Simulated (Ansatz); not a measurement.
Phonon frequency of some sulfides, selenides and tellurides, all zinc-blende

Method: B3LYP (VWN-RPA form) (PAW; Ansatz, a first-principles code). References are measured values at room or unstated temperature, uncorrected unless marked, so that the deviations hold thermal and zero-point effects besides the level's error. The table is a random draw of 8 from 16 values with such references.

Values in cm⁻¹.

```
solid                    reference  B3LYP (VWN-RPA form)  deviation (%)
-----------------------  ---------  --------------------  -------------
zinc-blende ZnS (X TO)         316                   288           -8.9
zinc-blende ZnS (L LA)         195                   193           -1.0
zinc-blende ZnSe (X TA)         70                    75           +7.1
zinc-blende ZnS (L TO)         289                   268           -7.3
zinc-blende ZnSe (X TO)        220                   192          -12.7
zinc-blende ZnS (X LA)         212                   206           -2.8
zinc-blende ZnS (X TA)          90                    96           +6.7
zinc-blende ZnS (L TA)          70                    76           +8.6
```

Over these 8 values the mean deviation is -1.3 %, the mean absolute deviation 6.9 % (median 7.2 %), and the worst case zinc-blende ZnSe (X TO) at -12.7 %; the value is below the reference in 5 of 8 cases. Over all 16, from unrounded values, the mean deviation is -2.9 % and the mean absolute deviation 6.1 % (median 6.4 %).

Differences are worked out from the printed values.

Each level is taken at its own relaxed cell. Ansatz's density-functional and Hartree–Fock values are scalar-relativistic unless marked +SOC, with PAW data made under PBE.

Ansatz's runs of these crystals have no spin polarisation.

Of the class's solids with a reference value and a result at some level, none was set aside. At least 8 more with a reference value are held back for tests. Solids without a released value at any level aren't counted. Layered and molecular crystals are counted apart.

References as tabulated in Vagelatos et al., J. Chem. Phys. (1974); Talwar et al. (2016), doi:10.1080/14686996.2016.1222495.
